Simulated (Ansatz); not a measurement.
Reaction: CCl4 (tetrachloromethane, SMILES ClC(Cl)(Cl)Cl) → CCl3 (SMILES Cl[C](Cl)Cl, doublet) + Cl (doublet) (the C-Cl bond breaks)
Each species at its own B3LYP-D3(BJ)/def2-TZVP minimum (Ansatz, an electronic-structure program).

Total energies in hartree (Ansatz). UHF or UKS for unpaired electrons; spin-orbit terms are left out. Correlated methods leave the cores frozen. No relativity.

```csv
species,HF/cc-pV(T+d)Z,CCSD(T)/cc-pV(T+d)Z,HF/cc-pV(Q+d)Z,CCSD(T)/cc-pV(Q+d)Z,CCSD(T)/cc-pV(D+d)Z,CCSDT(Q)/cc-pV(D+d)Z
"1: CCl4 (tetrachloromethane, SMILES ClC(Cl)(Cl)Cl)",-1875.91793,-1876.94726,-1875.93511,-1877.05349,-1876.61420,-1876.61695
"2: CCl3 (SMILES Cl[C](Cl)Cl, doublet)",-1416.38127,-1417.16862,-1416.39496,-1417.25010,-1416.91219,-1416.91470
3: Cl (doublet),-459.48556,-459.67356,-459.48916,-459.69449,-459.60403,-459.60445
```

Question: Work out the bond dissociation energy (electronic) in kcal/mol: take Hartree-Fock from cc-pV(Q+d)Z, extrapolate the CCSD(T) correlation energy as X^-3 (X = 3, 4), and add CCSDT(Q) - CCSD(T) in cc-pV(D+d)Z. 1 hartree = 627.51 kcal/mol.

Answer: 
Species 1: correlation (64·(-1.11838) - 27·(-1.02933))/37 = -1.18336; step -0.00275; E1 = -1875.93511 + (-1.18336) + (-0.00275) = -1877.12122
Species 2: correlation (64·(-0.85514) - 27·(-0.78735))/37 = -0.90461; step -0.00251; E2 = -1416.39496 + (-0.90461) + (-0.00251) = -1417.30208
Species 3: correlation (64·(-0.20533) - 27·(-0.18800))/37 = -0.21798; step -0.00042; E3 = -459.48916 + (-0.21798) + (-0.00042) = -459.70756
-1·E1 +1·E2 +1·E3 = 0.11158 hartree = 70.0 kcal/mol.
